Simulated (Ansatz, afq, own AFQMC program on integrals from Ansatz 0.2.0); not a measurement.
**AlHO, triplet in cc-pVDZ, levels against CCSDT(Q)**

```xyz
3

Al    0.0000    0.0000    1.4330
O     0.0000    0.0000   -0.2415
H     0.0000    0.0000   -1.1915
```

Connectivity, by distances: Al–OH.

Basis cc-pVDZ. Noble-gas cores (and the filled d shells of Ga–Kr and In–Xe) are frozen. Ansatz 0.2.0 and our own AFQMC program on the same integrals; the CISD trial comes from CCSD amplitudes, and released means the phaseless constraint is let go. Free projection: walkers drawn from exp(T), propagated without any constraint. Its projection time is finite, and what remains of the start isn't in its error. ± is one standard error of the sampling.

Determinant: UHF, the one that the program's search chose, which needn't be the lowest solution. The geometry is a PBE0/def2-TZVP stationary point of this or a neighbouring charge and spin state.

No full CI on the walks' own integrals is used here; CCSDT(Q) serves as the reference and is uncertain by about the last step of the cluster series.

Cautions: another spin lies lower (by 3.43 eV).

The T1 diagnostic is 0.0179. The weight of the determinant in the CISD state is 0.928. The ⟨S²⟩ of the determinant is 2.002. The size of the correlated space is 10 electrons in 31 orbitals.

Reference: CCSDT(Q), correlation energy -6.171 eV. The released energy is read at 2.40 1/Eh (meV from the phaseless value at times in 1/Eh: 0 ± 12 at 0.24, 13 ± 10 at 0.51, 9 ± 15 at 0.99, -11 ± 17 at 1.62, 3 ± 15 at 2.40).

| level | E − E(reference) (kJ/mol) | share of correlation (%) |
| --- | --- | --- |
| HF | 595.4 | 0.00 |
| MP2 | 35.9 | 93.97 |
| CCSD | 14.8 | 97.51 |
| CCSD(T) | 2.8 | 99.53 |
| CCSDT | 1.7 | 99.71 |
| ph-AFQMC/HF | -11.2 ± 6.7 | 101.89 |
| ph-AFQMC/CISD | 0.5 ± 1.2 | 99.92 |
| released AFQMC | 0.7 ± 1.4 | 99.88 |
| free AFQMC | -0.5 ± 1.1 | 100.08 |

Free projections are given only where their last times agree within the noise and don't stop above the reference; a slow remainder of the start can still hide under it. A walk keeps the symmetry of its determinant, which the program's search chose and which needn't be the lowest solution, so a lower state of the same spin and another symmetry isn't excluded. Released energies are given only where the last usable release times agree within the noise; a slower fall can still hide under it.
